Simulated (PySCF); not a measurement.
2-methyl-3-oxopropanenitrile: full NMR table

| Property | Result |
| --- | --- |
| Formula | C4H5NO |
| SMILES | C[C@H](C#N)C=O |
| Point group of the computed structure | C1 |
| Degrees of unsaturation | 3 |
| Carbon signals | 4 |
| Proton signals | 3 |

Structure with atom numbers: `[CH3:1][C@H:2]([C:3]#[N:4])[CH:5]=[O:6]` (H(Xn): hydrogen on atom n).

[PySCF 2.14: couplings computed with B3LYP/pcJ-1 (spin–dipole term only in couplings to heteroatoms); PBE0-D3(BJ)/def2-SVP structure; shielding tensors at KT2/pcSseg-2 (GIAO); gas phase; rapidly exchanging positions averaged; no relativistic terms; a single conformation]

References, each an isolated molecule treated in the same way: 1H and 13C against TMS; 15N against NH3; H2O for 17O.

| carbon | δC, type | δH (multiplicity, J in Hz) | HMBC from (abs. J ≥ 3 Hz) | span of the C tensor (ppm) |
| --- | --- | --- | --- | --- |
| C1 | 16.5, CH3 | 1.30 (d, 8.6) | H(C2) | 35 |
| C2 | 42.8, CH | 3.09 (qd, 8.6, 4.6) | H(C5), H(C1) | 34 |
| C3 | 113.2, C | – | H(C2), H(C1) | 332 |
| C5 | 191.0, CH | 9.66 (d, 4.6) | H(C2), H(C1) | 172 |

Other nuclei:
| atoms | nucleus | environment | δ (ppm) | σ (ppm) |
| --- | --- | --- | --- | --- |
| N4 | 15N | nitrile nitrogen | 289.6 | -29.5 |
| O6 | 17O | aldehyde oxygen | 630.7 | -306.4 |

Selected couplings (Hz, signed; the shortest-range and largest first, 30 at most; isotopes 13C, 1H, 15N): 1J(C5,H(C5)) 191.3, 1J(C2,H(C2)) 146.1, 1J(C1,H(C1)) 140.4, 1J(C2,C3) 66.6, 1J(C2,C5) 39.0, 1J(C1,C2) 33.1, 1J(C3,N4) -17.8, 2J(C2,N4) 3.6, 2J(C1,C3) -3.0, 2J(C1,C5) -1.6, 2J(C3,C5) -1.1, 3J(H(C1),H(C2)) 8.6, 3J(H(C2),H(C5)) 4.6, 3J(N4,H(C2)) -1.5.

Carbon types of the structure: 1 × C, 2 × CH, 1 × CH3, which accounts for all hydrogens. δC 191.0: aldehyde carbonyl carbon; low-lying n→π* states of the double bond to the heteroatom give a large paramagnetic term (-259 ppm). δC 113.2: nitrile carbon; typical of a nitrile. δC 42.8: sp3 CH α to a carbonyl; the adjacent C=O deshields it moderately. δC 16.5: methyl carbon; aliphatic region, no heteroatom directly attached. δH 9.66: hydrogen on an aldehyde carbonyl carbon; deshielded by the polar, anisotropic C=O bond. The protons at 1.30 and 3.09 share a coupling of 8.6 Hz (vicinal).

Splittings below 1 Hz are ignored in the labels, and close J values are merged. Unscaled 3J(H,H) at this level run about 10 % above measured values. Shifts are as computed. Against solution values, carbons near 30 ppm lie about +3 ppm off and those near 130 ppm about -1 ppm. Of 1211 compounds with measured shifts, 218 miss one by over three times the rms of a fit or turn the order of signals round; such compounds aren't used in these exercises. Couplings across =CH–CH2 type bonds come from one rotamer and its mirror image, and can be 1–2 Hz further off. Unscaled 17O shifts of doubly bonded oxygen tend to come out too high, by tens of ppm or more. Experimental scales use liquid or dissolved standards, which lie at an offset from isolated NH3 (liquid NH3: subtract about 20 ppm) and H2O (liquid H2O: subtract about 36 ppm). Unscaled 15N shifts of sp2 nitrogen come out 20 to 40 ppm too high even then. 3J across rotatable bonds or in flexible rings reflects this conformer alone.
